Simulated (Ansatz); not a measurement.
`FC#CF`, relaxed with RKS PBE0-D4/def2-TZVP in Ansatz 0.2.0 from a PBE-D4/def2-SVP geometry. The force threshold is 0.005 eV/Å; the program also tests the step.

The species carries charge 0 and has multiplicity 1.

Start:

```xyz
4

F    -0.595   -0.282    1.777
C    -0.190   -0.091    0.567
C     0.190    0.091   -0.567
F     0.595    0.282   -1.777
```

```csv
step,energy (eV),largest force (eV/Å),largest move (Å)
1,-7499.0879,2.153,0.000
2,-7499.1357,0.410,0.023
3,-7499.1368,0.040,0.003
4,-7499.1368,0.016,0.001
5,-7499.1368,0.000,0.000
```

End:

```xyz
4

F    -0.587   -0.278    1.753
C    -0.186   -0.088    0.555
C     0.186    0.088   -0.555
F     0.587    0.278   -1.753
```

Run time 12 s (2 threads of a server CPU on a shared host); peak host memory 0.17 GiB.
